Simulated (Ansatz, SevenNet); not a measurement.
Elastic constant C13 (GPa) of solids drawn from the class of elemental solids other than molecular ones, at two levels: the machine-learned potential SevenNet-0 (trained on PBE and PBE+U data), and PBE (Ansatz, a first-principles code, PAW).

| solid | SevenNet-0 | PBE | shift (%) |
|---|---|---|---|
| α-phase Ga | 40.3 | 39.1 | -3.0 |
| hcp Y | 36.2 | 21.1 | -42 |
| hcp Lu | 48.2 | 22.0 | -54 |
| hcp Zr | 89.8 | 66.1 | -26 |
| hcp Be | 81.2 | 10.6 | -87 |
| hcp Tc | 269 | 186 | -31 |
| hcp Co | 6.62 | 114 | +1622 |
| double-hcp La | 21.8 | 10.2 | -53 |
| hcp Sc | 48.4 | 27.4 | -43 |
| hcp Cd | 28.4 | 29.3 | +3.2 |

The shifts run from -87 % to +1622 %, with a median of -36 %.

Over all 10 rows PBE is the larger in 2.

Ansatz's runs of these crystals have no spin polarisation, but for hcp Co.

Density-functional runs with spin start from parallel moments for hcp Co.

Spin–orbit coupling is left out, also for the solids with elements from indium on (hcp Lu, double-hcp La); its size isn't shown.

Each level is taken at its own relaxed cell. Ansatz's density-functional and Hartree–Fock values are scalar-relativistic unless marked +SOC, with PAW data made under PBE.
